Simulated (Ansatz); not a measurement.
## Tetradymite Bi2Se3

Calculation: PBE (Ansatz, a quantum-chemistry and plane-wave program, plane waves, PAW).

Run with plane-wave cutoff 500 eV, 12×12×12 k mesh, Fermi–Dirac smearing 0.05 eV, scalar-relativistic PAW data made under PBE.

Cell (relaxed at this level):

Bi2Se3 has the trigonal space group R-3m, hexagonal axes (No. 166), Pearson symbol hR5. Cell: a = b = 4.1893 Å, c = 31.4113 Å, α = β = 90.00°, γ = 120.00°. Bi on 6c has 3 Se at 2.879 Å and 3 Se at 3.107 Å (octahedral). Se1 on 3a is coordinated by 6 Bi at 3.107 Å (octahedral). Se2 on 6c sees 3 Bi at 2.879 Å (trigonal pyramidal). (Neighbours: up to the widest gap in distance over summed covalent radii, below 1.35, at either atom; cation-cation and far metal-metal contacts left out.)
(The calculation used a cell of 5 atoms; values per cell refer to that cell.)

- band gap = 0.70 eV (on the SCF k mesh)

Measured, for comparison: band gap 0.3 eV (temperature not stated, not corrected to a static lattice; as tabulated in Park and Ryu (2016), arXiv:1610.06451).

Note: the cell comes from a level without a dispersion term, which matters for the spacing of layers, chains or molecules; the cell has widely spaced layers and the level no dispersion term, so their spacing and the moduli can rest on weak binding.

Spin–orbit coupling is not included; with these elements it can move the gap by several tenths of an eV or more.

Computed values are for the static lattice.

It cost about 9 core-minutes (a rough figure) of CPU time.
